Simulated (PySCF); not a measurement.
Protonated nitrous oxide, HN2O (charge +1).
Bonds: N1–N2 (triple), N2–O3. Hydrogens: H4 on O3.
Bond orders are those of one Lewis drawing.

Method: PySCF 2.14.0, PBE0-D3(BJ)/def2-TZVP geometry optimisation, gas phase; density fitting, grid level 2; the optimiser is geomeTRIC in internal coordinates, started from a GFN2-xTB structure with every atom displaced at random (about 0.01 Å).

Step 1: E = -5027.8175 eV
```
atom  x, y, z in Å  |  force x, y, z in eV/Å
N1      1.5323    0.0375   -0.4346    0.385  -0.137   0.094
N2      0.4779   -0.0958   -0.1698    0.515   0.261  -0.310
O3     -0.7037   -0.2612    0.1623   -1.016   0.342  -0.342
H4     -1.2688    0.2938   -0.4623    0.116  -0.466   0.558
```

Step 2: E = -5027.8433 eV
```
atom  x, y, z in Å  |  force x, y, z in eV/Å
N1      1.5604    0.0199   -0.4172    0.018  -0.120   0.126
N2      0.4920   -0.0806   -0.1875   -0.144   0.289  -0.305
O3     -0.7009   -0.2455    0.1419   -0.146  -0.087   0.108
H4     -1.3137    0.2807   -0.4418    0.272  -0.082   0.070
```

Q: Estimate the geometry and energy of step 3. (The exact step hangs on the optimiser's Hessian estimate; all steps are aligned on step 2, rigid shifts and turns removed.)

A: E = -5027.8506 eV, largest force 0.172 eV/Å
```
atom  x, y, z in Å  |  force x, y, z in eV/Å
N1      1.5607    0.0141   -0.4111   -0.060  -0.056   0.068
N2      0.4870   -0.0696   -0.1988    0.015   0.114  -0.128
O3     -0.7023   -0.2470    0.1433    0.055  -0.103   0.115
H4     -1.3077    0.2769   -0.4379   -0.009   0.045  -0.055
```

The energy changes by -0.0073 eV. The first-order estimate −F·Δx gives -0.0115 eV and the mean of the old and new forces, exact on a quadratic surface, -0.0073 eV. The step makes an angle of 18° with the force vector and moves no atom by more than 0.017 Å.

The cost below is that of the whole optimisation. Hardware: an Arm Neoverse V1 with one thread, shared host. Cost: 11 s, 0.38 GiB resident at most.
